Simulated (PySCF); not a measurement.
## NaH at PBE0

Level: PBE0. PySCF, no relativity, basis sets Na def2-TZVP, H def2-TZVP.

| Item | Value |
| --- | --- |
| state | ¹Σ⁺ (singlet), closed shell |
| bond length | 1.891 Å |
| harmonic wavenumber | 1171 cm⁻¹ |
| force constant | 0.781 mdyn/Å |
| rotational constant Be | 4.885 cm⁻¹ |
| anharmonicity ωexe | 18.3 cm⁻¹ |
| vibration–rotation constant αe | 0.130 cm⁻¹ |
| well depth De to Na + H | 40.8 kcal/mol |
| dissociation energy D0 | 39.1 kcal/mol |
| HOMO–LUMO gap | 3.84 eV |
| bond order (Mayer) | 0.92 |
| dipole moment (positive dipole means Na(−)H(+)) | -6.21 D |
